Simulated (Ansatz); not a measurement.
## In (model structure, started from the beta-Sn type, I4₁/amd, No. 141, 2 atoms in the cell): lattice constant a by level of theory

No measured value is used here.

```json
[
 {"level (code)": "PBE (Ansatz)", "value (Å)": "6.023"},
 {"level (code)": "PBEsol (Ansatz)", "value (Å)": "5.870"},
 {"level (code)": "PBE-D3(BJ) (Ansatz)", "value (Å)": "…"}
]
```

Q: Complete the blanks.

A: 
- PBE-D3(BJ) (Ansatz, a quantum-chemistry and plane-wave program), value (Å): 5.915

Ansatz's density-functional and Hartree–Fock values are scalar-relativistic unless marked +SOC, with PAW data made under PBE.

A model structure was made by putting elements into a prototype or built by hand; it is no filed structure, need not be a known phase, and can be a saddle point held by its symmetry.
